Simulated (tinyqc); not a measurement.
Worked calculation: coupled-perturbed Hartree-Fock on RHF in the sto-6g basis, for OH-, spin multiplicity 1. The basis has no diffuse functions, so it cannot describe the extra electron: this is an exercise in the method, not the real anion. One step of it, computed by the program tinyqc.

Question. Integrals over molecular orbitals. (pq|rs) = sum C_ip C_jq C_kr C_ls (ij|kl), one index at a time.

coefficients C:
```
              MO1        MO2        MO3       MO4        MO5        MO6
1O 1s    0.996717  -0.229684   0.094571  0.000000   0.000000  -0.074214
1O 2s    0.014527   0.897674  -0.525339  0.000000   0.000000   0.480170
1O 2px   0.000000   0.000000   0.000000  0.145939   0.989294   0.000000
1O 2py   0.000000   0.000000   0.000000  0.989294  -0.145939   0.000000
1O 2pz   0.002249   0.040085   0.527433  0.000000   0.000000   0.948480
2H 1s   -0.003658   0.238555   0.703433  0.000000   0.000000  -0.934257
```

core Hamiltonian H = T + V (hartree), lower triangle:
```
             1O 1s      1O 2s     1O 2px     1O 2py     1O 2pz      2H 1s
1O 1s   -32.429871
1O 2s    -7.162590  -8.652943
1O 2px    0.000000   0.000000  -6.930927
1O 2py    0.000000   0.000000   0.000000  -6.930927
1O 2pz   -0.013367  -0.153287   0.000000   0.000000  -7.029696
2H 1s    -1.362706  -2.945974   0.000000   0.000000  -2.148484  -4.364737
```

Two-electron integrals (ij|kl) in chemists' order, unique and non-zero (hartree):
```
(11|11) 4.787491   (21|11) 0.675884   (21|21) 0.121505   (22|11) 1.117379
(22|21) 0.249212   (22|22) 0.817383   (31|31) 0.025762   (32|31) 0.039145
(32|32) 0.180664   (33|11) 1.117381   (33|21) 0.249212   (33|22) 0.817382
(33|33) 0.880663   (41|41) 0.025762   (42|41) 0.039145   (42|42) 0.180664
(43|43) 0.047461   (44|11) 1.117381   (44|21) 0.249212   (44|22) 0.817382
(44|33) 0.785741   (44|44) 0.880663   (51|51) 0.025762   (52|51) 0.039145
(52|52) 0.180664   (53|53) 0.047461   (54|54) 0.047461   (55|11) 1.117381
(55|21) 0.249212   (55|22) 0.817382   (55|33) 0.785741   (55|44) 0.785741
(55|55) 0.880663   (61|11) 0.136055   (61|21) 0.023448   (61|22) 0.047055
(61|33) 0.046954   (61|44) 0.046954   (61|51) 0.001148   (61|52) 0.002246
(61|55) 0.047256   (61|61) 0.004612   (62|11) 0.336630   (62|21) 0.076159
(62|22) 0.277312   (62|33) 0.272665   (62|44) 0.272665   (62|51) 0.006107
(62|52) 0.045433   (62|55) 0.286606   (62|61) 0.014783   (62|62) 0.117992
(63|31) 0.008383   (63|32) 0.047451   (63|53) 0.009331   (63|63) 0.016509
(64|41) 0.008383   (64|42) 0.047451   (64|54) 0.009331   (64|64) 0.016509
(65|11) 0.245886   (65|21) 0.056409   (65|22) 0.219062   (65|33) 0.209255
(65|44) 0.209255   (65|51) 0.012322   (65|52) 0.081171   (65|55) 0.238677
(65|61) 0.011439   (65|62) 0.113316   (65|65) 0.124108   (66|11) 0.486251
(66|21) 0.112057   (66|22) 0.467270   (66|33) 0.448796   (66|44) 0.448796
(66|51) 0.011446   (66|52) 0.117058   (66|55) 0.504215   (66|61) 0.021963
(66|62) 0.254240   (66|65) 0.278594   (66|66) 0.774999
```

Give: one-electron integrals over orbitals h = C^T H C; Two-electron integrals over orbitals.

Answer.

one-electron integrals over orbitals h = C^T H C (hartree), lower triangle:
```
         1       2       3       4       5       6
1  -32.416
2    0.602  -7.154
3   -0.245   0.731  -5.596
4    0.000   0.000   0.000  -6.931
5    0.000   0.000   0.000   0.000  -6.931
6    0.199  -0.981  -1.430   0.000   0.000  -5.673
```

Two-electron integrals over orbitals (pq|rs), unique and non-zero (hartree):
```
(11|11) 4.762       (21|11) -0.445      (21|21) 0.067       (22|11) 1.037
(22|21) -0.017      (22|22) 0.728       (31|11) 0.188       (31|21) -0.028
(31|22) 0.011       (31|31) 0.020       (32|11) -0.197      (32|21) 0.009
(32|22) -0.042      (32|31) 0.010       (32|32) 0.144       (33|11) 0.787
(33|21) -0.008      (33|22) 0.623       (33|31) -1.98e-03   (33|32) -0.010
(33|33) 0.644       (41|41) 0.027       (42|41) 0.033       (42|42) 0.151
(43|41) -0.013      (43|42) -0.050      (43|43) 0.041       (44|11) 1.117
(44|21) -0.012      (44|22) 0.757       (44|31) 4.86e-03    (44|32) -0.103
(44|33) 0.611       (44|44) 0.881       (51|51) 0.027       (52|51) 0.033
(52|52) 0.151       (53|51) -0.013      (53|52) -0.050      (53|53) 0.041
(54|54) 0.047       (55|11) 1.117       (55|21) -0.012      (55|22) 0.757
(55|31) 4.86e-03    (55|32) -0.103      (55|33) 0.611       (55|44) 0.786
(55|55) 0.881       (61|11) -0.152      (61|21) 0.024       (61|22) -5.16e-04
(61|31) 3.70e-03    (61|32) 0.023       (61|33) -0.010      (61|44) -3.79e-03
(61|55) -3.79e-03   (61|61) 0.030       (62|11) 0.207       (62|21) -0.005
(62|22) 0.104       (62|31) 0.017       (62|32) 0.031       (62|33) 0.005
(62|44) 0.108       (62|55) 0.108       (62|61) 0.020       (62|62) 0.109
(63|11) 0.284       (63|21) -3.93e-03   (63|22) 0.118       (63|31) -3.86e-03
(63|32) -0.120      (63|33) 0.037       (63|44) 0.161       (63|55) 0.161
(63|61) -0.010      (63|62) 0.036       (63|63) 0.171       (64|41) 0.010
(64|42) 0.039       (64|43) 0.010       (64|64) 0.038       (65|51) 0.010
(65|52) 0.039       (65|53) 0.010       (65|65) 0.038       (66|11) 0.946
(66|21) -0.011      (66|22) 0.680       (66|31) 0.014       (66|32) 0.024
(66|33) 0.640       (66|44) 0.666       (66|55) 0.666       (66|61) 0.010
(66|62) 0.087       (66|63) 0.048       (66|66) 0.720
```
